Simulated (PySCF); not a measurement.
**Relative stability**

The two ends of one reaction step of SiH₅F, closed shell (PBE0-D4/def2-TZVP).

A:

```csv
atom,x (Å),y (Å),z (Å)
Si1,-0.5695,-1.0198,0.1462
F2,0.9423,-0.6341,0.5066
H3,-0.5437,-2.1265,-0.8391
H4,-1.2299,0.1761,-0.4265
H5,-1.2496,-1.4468,1.3914
H6,1.3861,1.9646,-0.1744
H7,1.1547,2.6184,-0.4505
```

B:

Si1  (-0.868, 0.051, -0.281)
F2  (2.416, -0.447, 0.891)
H3  (-0.560, -1.102, -1.159)
H4  (-1.947, 0.881, -0.869)
H5  (-1.246, -0.410, 1.076)
H6  (1.808, 0.143, 0.519)
H7  (0.350, 0.910, -0.174)
(Å)

Program: PySCF 2.14 with density fitting (its default auxiliary sets; JK sets also for MP2 and CCSD(T)). Basis: def2-TZVPP. Cores are frozen in the correlated methods. B3LYP uses VWN-RPA correlation.

Task: Which structure is lower at CCSD(T), and by how much? (To be estimated.)

Result: The calculation gives: A, by 98.7 kJ/mol (electronic energy, against the other). By their contacts, A is a complex of SiH₃F ([F][SiH3]) + H₂ and B is a complex of SiH₄ + HF.

All methods give the same order:

```tsv
method	E(B) − E(A) (kJ/mol)
SPW92	82.4
PBE-D4	90.2
r2SCAN-D4	104.0
PBE0-D4	91.3
B3LYP-D4	101.8
BHLYP-D4	105.0
wB97M-V	102.1
HF	110.4
MP2	104.7
CCSD	99.0
CCSD(T)	98.7
```

T1 diagnostic: at most 0.011.

Labels in which every atom is bracketed show which atoms are joined, not bond orders.

For scale, one of the runs: CCSD(T)/def2-TZVPP, 143 basis functions, launched by `OMP_NUM_THREADS=4 python run.py`. Time: 38 s of wall clock on 4 CPU threads of an INTEL XEON PLATINUM 8581C; the host was shared. Peak host memory: 0.79 GiB.
